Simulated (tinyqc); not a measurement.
Worked calculation: MP2 on RHF in the sto-3g basis, for H2O, spin multiplicity 1. One step of it, computed by the program tinyqc.

Question. Iteration 8 (converged): orbitals. Diagonalise F' = X^T F X, C = X C', fill 5 alpha and 5 beta electrons from the bottom; D = 2 C_occ C_occ^T. Each column has its largest component positive (the first on a tie).

converged F (hartree), lower triangle:
```
             1O 1s      1O 2s     1O 2px     1O 2py     1O 2pz      2H 1s      3H 1s
1O 1s   -20.234828
1O 2s    -5.164643  -2.465837
1O 2px    0.000000   0.000000  -0.398417
1O 2py   -0.001261  -0.014973   0.000000  -0.346891
1O 2pz   -0.031183  -0.154348   0.000000  -0.014972  -0.386870
2H 1s    -1.400006  -1.148965   0.000000  -0.401589  -0.409893  -0.684445
3H 1s    -1.246825  -1.061074   0.000000   0.386182  -0.395891  -0.474027  -0.609103
```

X:
```
                1          2          3         4          5          6         7
1O 1s   -0.283568   0.073247   0.764688  0.000000  -0.617773   0.000055  0.139586
1O 2s    1.218560  -0.242502  -0.308361  0.000000  -0.308032  -0.003871  0.405184
1O 2px   0.000000   0.000000   0.000000  1.000000   0.000000   0.000000  0.000000
1O 2py   0.227037   0.910307  -0.001059  0.000000   0.012206   0.708117  0.009952
1O 2pz   0.584470  -0.122359   0.642232  0.000000   0.639657  -0.010068  0.194818
2H 1s   -0.998021  -0.734845  -0.140758  0.000000   0.115624   0.346162  0.380633
3H 1s   -0.524312   1.053333  -0.146846  0.000000   0.116462  -0.372535  0.363150
```

Give: F' = X^T F X; orbital energies; coefficients C; D after iteration 8.

Answer.

F' = X^T F X (hartree), lower triangle:
```
         1        2        3        4        5        6        7
1   0.3619
2   0.1399   0.7233
3   1.3408  -0.4278  -9.2721
4   0.0000   0.0000   0.0000  -0.3984
5  -0.8800   0.3218   9.0196   0.0000  -9.6075
6   0.0326   0.1293  -0.0037   0.0000  -0.0037  -0.6187
7   0.0170  -0.0489  -3.6849   0.0000   3.8979  -0.0095  -2.7937
```

orbital energies (hartree): MO1 -20.2438, MO2 -1.2992, MO3 -0.6317, MO4 -0.4702, MO5 -0.3984, MO6 0.6507, MO7 0.7874

coefficients C:
```
            MO1      MO2      MO3      MO4     MO5      MO6      MO7
1O 1s    0.9940  -0.2307   0.0078   0.1085  0.0000   0.1320   0.0330
1O 2s    0.0275   0.8159  -0.0431  -0.5650  0.0000  -0.9189  -0.2567
1O 2px   0.0000   0.0000   0.0000   0.0000  1.0000   0.0000   0.0000
1O 2py   0.0004   0.0146   0.6158  -0.0149  0.0000   0.2083  -0.9792
1O 2pz   0.0050   0.1517   0.0222   0.7703  0.0000  -0.7531  -0.1794
2H 1s   -0.0068   0.1700   0.4437   0.2505  0.0000   0.6314   1.0708
3H 1s   -0.0061   0.1501  -0.4465   0.2811  0.0000   0.9697  -0.6701
```

D after iteration 8, lower triangle:
```
          1O 1s    1O 2s  1O 2px   1O 2py  1O 2pz    2H 1s   3H 1s
1O 1s    2.1063
1O 2s   -0.4451   1.9751
1O 2px   0.0000   0.0000  2.0000
1O 2py   0.0004  -0.0124  0.0000   0.7593
1O 2pz   0.1075  -0.6246  0.0000   0.0089  1.2338
2H 1s   -0.0307  -0.0442  0.0000   0.5439  0.4570   0.5771
3H 1s   -0.0272  -0.0347  0.0000  -0.5539  0.4588  -0.2042  0.6019
```
